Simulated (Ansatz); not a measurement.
The same path of CH5B + FH (9 atoms, charge 0, multiplicity 1) was run twice with different band settings. Lost on the way: B1–C2, F8–H9. Made: B1–F8, C2–H9.

These are results of RKS B3LYP/def2-SVP (Ansatz), not measurements.

Relaxed end points:

```xyz
9
Properties=species:S:1:pos:R:3
B 0.015 0.061 0.285
C 0.040 0.236 1.851
H -0.897 -0.027 2.371
H 0.895 -0.240 2.360
H 0.169 1.326 2.012
H 1.056 0.040 -0.327
H -1.007 0.272 -0.323
F -0.232 -2.095 0.310
H -0.394 -2.191 1.221
```

```xyz
9
Properties=species:S:1:pos:R:3
B -0.058 -0.447 -0.871
C -0.021 -0.129 2.644
H -0.935 0.048 3.228
H 0.840 -0.211 3.322
H 0.139 0.716 1.957
H 1.065 -0.017 -0.983
H -1.057 0.223 -0.964
F -0.202 -1.740 -0.645
H -0.127 -1.062 2.073
```

Common settings: climbing image yes; spring 5.0 eV/Å²; optimiser quadratic models (default); start path through a guess of the saddle point; force threshold 0.05 eV/Å; iteration limit 60; end points relaxed.

| run | movable images |
| --- | --- |
| 1 | 5 |
| 2 | 1 |

Question: What does each run give, and how far can it be trusted?

Answer: Run 1: converged after 18 iterations, highest image 0.610 eV above the first end. Neighbouring images differ by up to 1.4 eV, so the band resolves the path poorly. A vibrational analysis at the climbing image gives one clearly imaginary mode, 1163i cm⁻¹: a first-order saddle point.
Run 2: converged after 21 iterations, highest image 0.609 eV above the first end. Neighbouring images differ by up to 2.2 eV, so the band resolves the path poorly. Another band between the same ends (5 images) ends at a top of the same energy, where a vibrational analysis finds 1 clearly imaginary mode. So few images can step over the top or miss a turn of the path.
The orbitals stay closed-shell, which can raise the energy where a bond breaks towards radicals; this wasn't checked here.
